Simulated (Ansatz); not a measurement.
**Relative stability**

Two relaxed structures of C2H8N (charge +1), closed shell (PBE0-D4/def2-TZVP; forces vanish, vibrations not checked).

A:

| atom | x (Å) | y (Å) | z (Å) |
| --- | --- | --- | --- |
| C1 | -0.8160 | 0.4137 | -0.8783 |
| N2 | 1.0830 | -0.1662 | 0.6060 |
| C3 | -0.3970 | -0.3365 | 0.3589 |
| H4 | -1.8867 | 0.2713 | -1.0289 |
| H5 | -0.3085 | 0.0437 | -1.7722 |
| H6 | -0.6395 | 1.4877 | -0.7844 |
| H7 | -0.8979 | 0.0263 | 1.2568 |
| H8 | -0.5687 | -1.4099 | 0.2744 |
| H9 | 1.3902 | -0.6677 | 1.4420 |
| H10 | 1.3214 | 0.8207 | 0.7276 |
| H11 | 1.6276 | -0.5149 | -0.1862 |

B:

```
11
angstrom
C -0.8302 0.4058 -0.8719
N -0.3528 -0.3150 0.3422
C 1.1063 -0.1593 0.6041
H -1.8999 0.2404 -0.9863
H -0.2943 0.0195 -1.7365
H -0.6239 1.4670 -0.7476
H -0.8768 0.0137 1.1556
H -0.5734 -1.3086 0.2511
H 1.3679 -0.7154 1.5025
H 1.3224 0.8986 0.7391
H 1.6546 -0.5466 -0.2523
```

Program: Ansatz 0.2.0. Basis: def2-TZVPP. Cores are frozen in the correlated methods. B3LYP uses VWN-RPA correlation.

(1) Which structure is lower at CCSD(T), and by how much? (Judge from chemistry; the value comes from the calculation.)

T1 diagnostic: at most 0.008.

Results:

(1) By the calculation: A, by 3.56 kcal/mol (electronic energy, against the other). By their contacts, A is C₂H₈N ([CH3][CH2][NH3]), total charge +1 and B is C₂H₈N ([CH3][NH2][CH3]), total charge +1.

All methods give the same order:

| method | E(B) − E(A) (kcal/mol) |
| --- | --- |
| PBE-D4 | 4.64 |
| r2SCAN-D4 | 4.64 |
| PBE0-D4 | 4.64 |
| B3LYP-D4 | 3.72 |
| wB97M-V | 4.29 |
| HF | 2.94 |
| MP2 | 4.04 |
| CCSD | 3.50 |
| CCSD(T) | 3.56 |

Labels in which every atom is bracketed show which atoms are joined, not bond orders.

For scale, one of the runs: CCSD(T)/def2-TZVPP, 205 basis functions, launched by `ansatz run in.yaml --threads 2 --pin off --events-out ev --progress --plain --max-ram 4352MiB`. Time: 61 s of wall clock on 2 CPU threads of an Arm Neoverse V2; the host was shared. Peak host memory: 2.8 GiB.
